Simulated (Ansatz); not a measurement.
Species: BeH (charge +1, singlet). 
Coordinates optimised at B3LYP-D3(BJ)/def2-TZVP (Ansatz, a program for electronic structure):
SMILES: [BeH+]
```xyz
2

Be     0.0000     0.0000    -0.2644
H      0.0000     0.0000     1.0577
```
Charge +1, spin multiplicity 1.

Wanted: vertical electron affinity (to the doublet state of charge +0; a negative value means that the extra electron is unbound and the number depends on the basis; each state is the SCF solution reached for its spin), in eV. Valence correlation only, unless marked. UHF or UKS for open shells. No spin-orbit coupling. Non-relativistic. Basis-set limits of correlation are two-point, X^-3; Hartree-Fock from the larger set.

CCSD(T)/CBS(def2-TZVPPD,def2-QZVPPD) (Ansatz) gives 8.28 eV.

**Question.** Another calculation gave 8.28 eV. Which level was it?
(A) wB97X/def2-TZVPD (Ansatz)
(B) wB97X-V/def2-TZVPD (Ansatz)
(C) r2SCAN/def2-TZVPD (Ansatz)

**Answer.** B, wB97X-V/def2-TZVPD (Ansatz). The others give 8.41 (r2SCAN), 8.09 (wB97X) eV.
